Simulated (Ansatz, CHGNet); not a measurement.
**Ladder of methods for the equilibrium volume per atom of trigonal Te**

Reference value: 33.30 Å³/atom (measured, copied from a table, unchecked, extrapolated to 0 K and zero-point effects removed; as tabulated in Lejaeghere et al. (2013), arXiv:1204.2733).

Q: What do CHGNet 0.3.0, LDA, PBE, rVV10, HSE06 give, and how far is each from the reference?

A: 
```tsv
level (code)	value (Å³/atom)	error (%)
CHGNet 0.3.0	38.26	+14.9
LDA (Ansatz)	31.30	-6.0
PBE (Ansatz)	35.12	+5.5
rVV10 (Ansatz)	35.55	+6.8
HSE06 (Ansatz)	36.55	+9.8
```

Once the reference is moved by up to 2.0 % (a margin picked here for doubts on the reference and the settings) and values within 0.3 % count as equal, the nearest can be PBE (+5.5 %) or LDA (-6.0 %). Among them CHGNet 0.3.0 (+14.9 %) misses by most.

LDA: LDA has no dispersion term either, though it tends to give short spacings of layers, chains or molecules. PBE, HSE06: the cell comes from a level without a dispersion term, which matters for the spacing of layers, chains or molecules. Cutoffs and k meshes differ between the levels. Ansatz's density-functional and Hartree–Fock values are scalar-relativistic unless marked +SOC, with PAW data made under PBE.

Machine-learned potentials (CHGNet 0.3.0) are trained on DFT data: a solid inside that data is no test of them.

Differences are worked out from the printed values.

Ansatz is a program for electronic structure.
